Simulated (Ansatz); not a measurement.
# ClFH: the cost of one run

Method: the levels named in each step, in Ansatz 0.2.0.

**1. The system as given**

Bond lengths: F1–H3 0.933 Å.

As a file:

```xyz
3

F     1.2235   -1.7851    0.1950
Cl   -0.7114    1.0190   -0.1214
H     1.9605   -2.1942    0.5938
```

**2. A rough first relaxation, PBE-D4/def2-SVP**

This run stands in another session on the same molecule. It ended at:

```xyz
3

F     1.0314   -1.9426   -0.0205
Cl   -0.0208    0.3259    0.1215
H     1.4621   -1.3436    0.5664
```

**3. Relaxation, HF/STO-3G**

File input.yaml:

```yaml
crystal:
  periodic: [false, false, false]
  atoms:
    - { symbol: F, position_ang: [1.03137756, -1.9425911, -0.02050643] }
    - { symbol: Cl, position_ang: [-0.02079688, 0.325904, 0.1214986] }
    - { symbol: H, position_ang: [1.46206931, -1.3436329, 0.56642783] }
magnetization:
  spin_polarized: true
  initial_magnetization: 1
basis:
  gaussian: { orbitals: STO-3G }
hamiltonian:
  xc: hf
relax:
  f_tol: 0.002
  max_steps: 150
```

Launch:

```bash
> ansatz run input.yaml --threads 1 --pin off --max-ram 2560MiB --backend cpu --events-out ev --progress --plain --runs-dir out
```

**Question.** How long does this run take on 1 thread of Intel Xeon at 2.50GHz (Skylake/Cascade Lake), shared host, and how much memory does it need?

About 8.1 s, with a peak of 0.094 GiB.
